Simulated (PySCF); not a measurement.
An unknown is described by computed data only.

Formula: C3H3F2N.

- 1H NMR: chemical shifts (computed TMS as zero) by class: 2.02 (3 H) ppm [GIAO PBE0/pcSseg-1]
- Dipole: 3.15 D [PBE0/pcSseg-1]
- NMR, other nuclei: isotropic shieldings of nuclei other than C and H, by class: -44 (1 N), 278 (2 F) ppm [GIAO PBE0/pcSseg-1]
- Rotational structure: rotational constants A, B, C: 5.167, 2.921, 2.836 GHz [GFN2-xTB]
- Couplings: largest of the computed one-bond spin–spin couplings (means over like bonds): 19F–13C -303.0 (×2), 13C–1H +139.0 (×3), 13C–13C +97.6, 13C–13C +49.1, 15N–13C -20.4 Hz [B3LYP/pcJ-1]
- 13C NMR: chemical shifts (computed TMS as zero) by class: 117.9 (1 C), 115.5 (1 C), 29.8 (1 C) ppm [GIAO PBE0/pcSseg-1]

Gas-phase values; electronic properties from PySCF, density fitting. Levels stand in brackets. Isolated species at its GFN2-xTB geometry, gas phase. NMR values are class means; diastereotopic atoms form classes of their own.

Task: Give a SMILES that accounts for the data.

Result: Numbering: `[CH3:1][C:2]([F:3])([F:4])[C:5]#[N:6]`. Its formula, C3H3F2N, gives 2 degrees of unsaturation: 0 rings and 2 π bonds in the structure found. 3 carbons fall into 3 classes; from least to most shielded: nitrile carbon [C5] (117.9 ppm), CF2 carbon [C2] (115.5 ppm), methyl carbon [C1] (29.8 ppm). All hydrogens form one class (2.02 ppm): methyl hydrogen. The other shieldings belong to: -44 ppm, nitrile nitrogen [N6]; 278 ppm, fluorine of a CF2 group [F3/F4]. The couplings run between: -303.0 Hz, fluorine of a CF2 group [F3] and CF2 carbon [C2] (with 1 like pair); +139.0 Hz, methyl carbon [C1] and its hydrogen (with 2 like pairs); +97.6 Hz, CF2 carbon [C2] and nitrile carbon [C5]; +49.1 Hz, methyl carbon [C1] and CF2 carbon [C2]; -20.4 Hz, nitrile nitrogen [N6] and nitrile carbon [C5]. The optimised geometry has point group Cs and is an asymmetric top. Structure: CH3CF2CN (`CC(F)(F)C#N`). Computed isomers that give other values at the same levels: `[H]/N=C\C=C(F)F` (13C chemical shifts (computed TMS as zero) by class: 174.5 (1 C), 162.4 (1 C), 90.4 (1 C) ppm). The assignments are read from this structure; whether some other isomer fits the data as well wasn't checked.
